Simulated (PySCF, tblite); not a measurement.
Diketocyclobutene, C4H2O2.
SMILES: `O=c1ccc1=O`

Method: B3LYP/def2-SVPD in PySCF (dipole) on a GFN2-xTB geometry, gas phase.

Masses are those of the commonest isotopes; rigid-rotor values at the optimised geometry. 

(1) Give the principal moments of inertia and the rotational constants in cm⁻¹.

(2) What kind of rotor is it?

(3) Is it planar, by Δ = Ic − Ia − Ib?

(4) List the rotational levels J(Ka,Kc) to J = 2 (MHz).

(5) Predict some low-J microwave lines.

Results:

(1) Ia = 81.68, Ib = 117.25, Ic = 198.94 u·Å²; 505379 MHz·u·Å²/I gives 6187, 4310 and 2540 MHz, that is A = 0.20638, B = 0.14377, C = 0.08474 cm⁻¹.

(2) An asymmetric top; Ray's κ = -0.029.

(3) Planar: Δ = Ic − Ia − Ib = 0.00 u·Å². For a rigid frame Δ = −2 Σ m c², so it vanishes when all atoms lie in the ab plane; here none is more than 0.01 Å from it.

(4) Above 0(0,0):
J = 1: 1(0,1) 6851, 1(1,1) 8727, 1(1,0) 10497
J = 2: 2(0,2) 19758, 2(1,2) 20659, 2(1,1) 25968, 2(2,1) 31599, 2(2,0) 32392
The levels of one J sum to (2J + 1)J(J + 1)(A + B + C)/3.

(5) The dipole components are |μa| = 0.00 D, |μb| = 4.83 D, |μc| = 0.00 D; the symmetry axis of this C2v structure is b, so μa and μc vanish by symmetry and there are no a-type or c-type lines. Some lines, for components of 0.1 D or more:

| type | branch | J(Ka,Kc) | MHz | lower level (cm⁻¹) |
| --- | --- | --- | --- | --- |
| b | Q | 2(2,0) ← 2(1,1) | 6424 | 0.866 |
| b | Q | 3(2,1) ← 3(1,2) | 6928 | 1.618 |
| b | Q | 3(1,2) ← 3(0,3) | 10677 | 1.262 |
| b | Q | 2(2,1) ← 2(1,2) | 10940 | 0.689 |
| b | R | 2(0,2) ← 1(1,1) | 11031 | 0.291 |
| b | R | 2(1,2) ← 1(0,1) | 13808 | 0.229 |
| b | Q | 3(2,2) ← 3(1,3) | 14017 | 1.272 |
| b | R | 3(1,2) ← 2(2,1) | 16903 | 1.054 |
| b | R | 3(2,2) ← 2(1,1) | 26182 | 0.866 |
| b | R | 3(3,0) ← 2(2,1) | 35033 | 1.054 |

Its GFN2-xTB frequencies are all real (lowest 102 cm⁻¹). Zero-point vibration and centrifugal distortion are left out.
